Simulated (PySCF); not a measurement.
**Atomic charges against the basis set**

Species: formyl fluoride, CHFO.
Atom-mapped SMILES: `[O:1]=[CH:2][F:3]` (hydrogens: H4 on C2)

PBE0 throughout (PySCF), one geometry, spherical d and f functions. Geometry: PBE0-D3(BJ)/def2-SVP; no solvent, vibrations or thermal averaging.

Mulliken charges (e):

```json
{"basis": "pcSseg-0", "functions": "29", "O1": "-0.408", "C2": "+0.490", "F3": "-0.312", "H4": "+0.230"}
{"basis": "cc-pVDZ", "functions": "47", "O1": "-0.177", "C2": "+0.284", "F3": "-0.153", "H4": "+0.046"}
{"basis": "aug-cc-pVDZ", "functions": "78", "O1": "-0.366", "C2": "+0.858", "F3": "-0.344", "H4": "-0.149"}
{"basis": "cc-pVTZ", "functions": "104", "O1": "-0.215", "C2": "+0.305", "F3": "-0.138", "H4": "+0.048"}
{"basis": "IGLO-III", "functions": "115", "O1": "-0.370", "C2": "+0.470", "F3": "-0.211", "H4": "+0.111"}
{"basis": "pcSseg-3", "functions": "249", "O1": "-0.389", "C2": "+0.513", "F3": "-0.239", "H4": "+0.115"}
```

IAO charges (e):

```tsv
basis	functions	O1	C2	F3	H4
pcSseg-0	29	-0.337	+0.441	-0.239	+0.135
cc-pVDZ	47	-0.356	+0.492	-0.260	+0.124
aug-cc-pVDZ	78	-0.368	+0.506	-0.272	+0.134
cc-pVTZ	104	-0.370	+0.509	-0.271	+0.131
IGLO-III	115	-0.371	+0.509	-0.273	+0.135
pcSseg-3	249	-0.373	+0.513	-0.274	+0.134
```

Hirshfeld charges (e):

```
      basis  functions      O1      C2      F3      H4
   pcSseg-0         29  -0.202  +0.205  -0.077  +0.073
    cc-pVDZ         47  -0.202  +0.201  -0.069  +0.071
aug-cc-pVDZ         78  -0.212  +0.211  -0.080  +0.081
    cc-pVTZ        104  -0.211  +0.209  -0.076  +0.078
   IGLO-III        115  -0.212  +0.211  -0.080  +0.081
   pcSseg-3        249  -0.213  +0.212  -0.079  +0.081
```

Question: Which scheme is steadiest as the basis changes?

Answer: Largest range over the bases for any column: Hirshfeld 0.01 e, IAO 0.07 e, Mulliken 0.57 e. Hirshfeld charges move least and Mulliken charges most, counted in e.

Question: How much do the charges still move between the two largest bases, IGLO-III and pcSseg-3?

Answer: At most, over all atoms: Mulliken 0.043 e, IAO 0.004 e, Hirshfeld 0.001 e.

Question: What do the same runs give for the total energy, the frontier levels and the dipole moment?

Answer: 
```tsv
basis	energy (Eh)	HOMO (eV)	LUMO (eV)	μ (D)
pcSseg-0	-213.0360	-9.49	-0.87	2.26
cc-pVDZ	-213.5617	-9.12	-0.45	1.95
aug-cc-pVDZ	-213.5807	-9.53	-1.03	2.10
cc-pVTZ	-213.6318	-9.41	-0.76	2.06
IGLO-III	-213.6459	-9.53	-0.98	2.11
pcSseg-3	-213.6564	-9.54	-1.01	2.10
```

The dipole is fixed by the density alone, so its range of 0.31 D shows that the density itself changes with the basis, not only its division among atoms.
